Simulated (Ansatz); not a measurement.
For hcp Mg, PBE-D3(BJ) (PAW; Ansatz, a quantum-chemistry and plane-wave program) gives:

| Property | Value |
|---|---|
| equilibrium lattice constant a | 3.139 Å |
| lattice parameter c | 5.097 Å |

Question: What does r²SCAN+rVV10 (plane waves, PAW; Ansatz) give for the same quantities?

Answer: 
- lattice constant a: 3.175 Å (goes up by 1.1 %)
- lattice parameter c: 5.151 Å (goes up by 1.1 %)

For comparison: lattice constant a 3.209 Å (measured, 293 K, not corrected to a static lattice; as tabulated in Wikipedia's data pages); lattice parameter c 5.210 Å (measured, 293 K, not corrected to a static lattice; as tabulated in Wikipedia's data pages).

Changes are worked out from the printed values.

Unless a cell is named, each level is at its own relaxed cell (PBE-D3(BJ) 21.74, r²SCAN+rVV10 22.48 Å³/atom).

Ansatz's density-functional and Hartree–Fock values are scalar-relativistic unless marked +SOC, with PAW data made under PBE.
